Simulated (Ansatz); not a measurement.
For Cs2SnI6 (Fm-3m, No. 225), PBE (PAW; Ansatz, a first-principles code) gives:

lattice constant a: 12.034 Å
cohesive energy: 2.31 eV/atom
band gap at the measured cell: 0.16 eV

**Question.** What does HSE06 (PAW; Ansatz) give for the same quantities?

**Answer.** 
- lattice constant a: 11.941 Å (decreases by 0.8 %)
- cohesive energy: 2.30 eV/atom (stays essentially unchanged)
- band gap at the measured cell: 0.92 eV (goes up by 0.76 eV)

For comparison: lattice constant a 11.628 Å (measured, 293 K, copied from a table, unchecked, not corrected to a static lattice; as tabulated in Inorganic Chemistry 52, 9019 (2013)).

Changes are worked out from the printed values.

Unless a cell is named, each level is at its own relaxed cell (PBE 48.41, HSE06 47.30 Å³/atom).

Levels without +SOC leave out spin–orbit coupling, which shifts energies and cells of such heavy elements.

Spin–orbit coupling is included only where a level's name says +SOC; with heavier elements it mostly lowers gaps and can invert bands. Density-functional gaps are differences of (generalised) Kohn–Sham levels.

Caveats: the cell is over a tenth larger than the published one: the level's own overestimate first of all, though another phase or state, or a fault of the published cell, is possible (PBE). Ansatz's density-functional and Hartree–Fock values are scalar-relativistic unless marked +SOC, with PAW data made under PBE.
